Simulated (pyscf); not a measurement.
Optimised with ωB97X-D3(BJ)/def2-SVP in PySCF.

Q: Estimate the classical barrier height and the reaction energy of `[OH][Ti]([OH])([OH])[OH]` + `[CH2]=[CH2]` → `[CH3][CH2][O][Ti]([OH])([OH])[OH]` at r²SCAN/def2-TZVP. The step runs on the singlet surface, breaks H–O and forms C–O, C–H; take the separated reactants as zero.

A: ΔE‡ = 1.81 eV, ΔE = -0.90 eV. ωB97M-D3(BJ)/def2-TZVP gives 2.04 eV and -0.81 eV. Zero-point energy shifts the barrier by -0.02 eV. It is an addition across a multiple bond or ene-type step, with an imaginary mode of 1649i cm⁻¹. On the reactant side the descent ends in a complex (not fully relaxed), 0.20 eV under the separated species and 2.21 eV under the saddle at ωB97X-D3(BJ)/def2-TZVP. One saddle was located; it need not be the lowest between these sides.
